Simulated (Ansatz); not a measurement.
System: hydrogen sulfide, H₂S, net charge 0, singlet state. SMILES: S
Geometry: optimised at B3LYP-D3(BJ)/def2-TZVP (Ansatz, an electronic-structure program).

Wanted: size of the dipole moment, in D. Terms: no spin-orbit coupling; non-relativistic; 6-31G* and kin with 6d, 5d where marked; dispersion terms only where a functional's name holds one; 6-311+G** with 5d, 6d on Na to Ar in Ansatz; LANL2DZ with its own core potentials from Na on. Ab initio and DFT rows: single points at B3LYP-D3(BJ) geometries (Ansatz).

Measured values: NIST CCCBDB, as tabulated in the package chemicals; dipoles are vibrational averages. 

Value to compare with, the measured value: 0.97 D.

```tsv
level	program	size of the dipole moment (D)	error
PBE/STO-3G	Ansatz	1.07	0.10
PBE/3-21G	Ansatz	1.88	0.91
PBE/LANL2DZ	Ansatz	1.84	0.87
PBE/6-31G*	Ansatz	1.50	0.53
PBE/def2-SVP	Ansatz	1.30	0.33
PBE/6-311+G**	Ansatz	1.41	0.44
```

6 of the 6 habitual levels lie above the measured value; their mean absolute error is 0.53 D, the median 0.48.

The sets are all those run for this method; runs whose electronic state is in doubt are left out.
